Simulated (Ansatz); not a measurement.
A nudged elastic band was laid between two geometries of AlH8NSi (11 atoms, charge 0, multiplicity 1).

All numbers below come from Ansatz 0.2.0, RHF/def2-SVP.

| Item | Value |
| --- | --- |
| movable images | 7 |
| climbing image | yes |
| spring | 5.0 eV/Å² |
| optimiser | quadratic models (default) |
| start path | through a guess of the saddle point |
| force threshold | 0.03 eV/Å |
| iteration limit | 60 |
| end points | relaxed |

Initial state:

```xyz
11
Properties=species:S:1:pos:R:3
Al 0.085 -0.248 -0.016
H -0.265 1.060 0.834
H 1.632 -0.513 -0.334
H -0.976 -0.718 -1.116
N -0.234 -1.728 1.457
H -0.857 -2.401 1.034
Si 1.255 -2.509 2.108
H 1.866 -3.266 1.006
H 2.120 -1.437 2.623
H 0.867 -3.423 3.206
H -0.769 -1.267 2.180
```

Final state:

```xyz
11
Properties=species:S:1:pos:R:3
Al 0.339 -0.847 -0.320
H -1.362 1.248 2.005
H 1.588 0.112 -0.285
H -0.879 -0.635 -1.301
N 0.284 -2.251 0.787
H -0.545 -2.818 0.706
Si 1.394 -2.836 1.984
H 1.833 -4.227 1.705
H 2.583 -1.953 1.989
H 0.799 -2.838 3.346
H -1.309 0.596 2.367
```

(1) Which bonds break or form, and what moves?

(2) Give the energies along the band, and the barrier.

(3) What is the geometry of the highest image?

(4) What are the harmonic wavenumbers there?

The band took 25 iterations and roughly 4 core-minutes.

## Answers

(1) Bonds broken: Al1–H2, N5–H11. Bonds formed: H2–H11. AlH8NSi becomes AlH6NSi + H2.

(2) The forces met the threshold. The highest image is number 4 of 0 to 8, 38.7 kcal/mol above the first end and 31.2 kcal/mol above the last; the last end lies 7.5 kcal/mol above the first. A vibrational analysis at the climbing image gives one clearly imaginary mode, 1789i cm⁻¹: a first-order saddle point. The orbitals stay closed-shell, which can raise the energy where a bond breaks towards radicals; this wasn't checked here.

| image | path coordinate (Å) | energy (kcal/mol) | Al1–H2 (Å) | N5–H11 (Å) | H2–H11 (Å) |
| --- | --- | --- | --- | --- | --- |
| 0 | 0.00 | 0.0 | 1.60 | 1.01 | 2.74 |
| 1 | 0.48 | 0.6 | 1.60 | 1.01 | 2.54 |
| 2 | 0.96 | 3.7 | 1.61 | 1.01 | 2.12 |
| 3 | 1.44 | 14.4 | 1.65 | 1.04 | 1.58 |
| 4 | 1.92 | 38.7 | 1.80 | 1.37 | 1.01 |
| 5 | 2.69 | 13.9 | 2.26 | 2.19 | 0.75 |
| 6 | 3.47 | 8.6 | 2.74 | 2.85 | 0.75 |
| 7 | 4.25 | 7.6 | 3.15 | 3.39 | 0.75 |
| 8 | 5.02 | 7.5 | 3.56 | 3.62 | 0.75 |

(3) 
```xyz
11
Properties=species:S:1:pos:R:3
Al 0.070 -0.518 -0.161
H -0.499 0.442 1.257
H 1.541 -0.073 -0.515
H -1.112 -0.617 -1.200
N -0.052 -1.812 1.276
H -0.894 -2.366 1.229
Si 1.236 -2.588 2.181
H 1.896 -3.660 1.398
H 2.237 -1.554 2.522
H 0.691 -3.188 3.421
H -0.390 -0.515 1.574
```

(4) 1789i, 101, 165, 190, 458, 530, 590, 726, 740, 784, 801, 827, 862, 1026, 1040, 1050, 1071, 1179, 1573, 1796, 1945, 2023, 2031, 2323, 2338, 2358, 3736 cm⁻¹.

The run took 4.1 min on 1 thread of Arm Neoverse V1, with other jobs on the host, peak memory 0.15 GiB.
